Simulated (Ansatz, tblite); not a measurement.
Forces on cyclo-(SiH2)3 (Si3H6) at its PBE-D4/def2-TZVP geometry. Total charge 0; singlet.

The xTB rows come from tblite.

GFN1-xTB (tblite), largest force 0.56 eV/Å:

```xyz
9
positions Å, forces eV/Å
Si    1.273    0.314   -0.325    0.251    0.062   -0.065
H     2.145   -0.552   -1.173    0.004    0.484    0.279
H     1.957    1.563    0.124    0.088   -0.462   -0.302
Si   -0.256   -0.709    1.122   -0.049   -0.142    0.221
H    -0.506   -0.082    2.453    0.033   -0.499   -0.249
H    -0.317   -2.200    1.161   -0.052    0.448    0.330
Si   -1.018    0.395   -0.796   -0.202    0.079   -0.156
H    -1.738    1.693   -0.636    0.007   -0.459   -0.319
H    -1.541   -0.424   -1.930   -0.081    0.488    0.260
```

GFN2-xTB (tblite), largest force 0.54 eV/Å:

```
Si 0.175 0.043 -0.045
H -0.139 0.425 0.302
H -0.060 -0.473 -0.250
Si -0.035 -0.097 0.155
H 0.060 -0.395 -0.362
H -0.020 0.505 0.186
Si -0.140 0.053 -0.110
H 0.122 -0.480 -0.212
H 0.037 0.419 0.337
```

PBE-D4/def2-TZVP (Ansatz), largest force 0.01 eV/Å:

```
Si -0.013 -0.003 0.002
H 0.007 -0.005 -0.005
H 0.006 0.009 0.003
Si 0.004 0.006 -0.011
H -0.002 0.003 0.010
H -0.001 -0.010 0.001
Si 0.009 -0.005 0.008
H -0.005 0.009 0.000
H -0.005 -0.005 -0.008
```
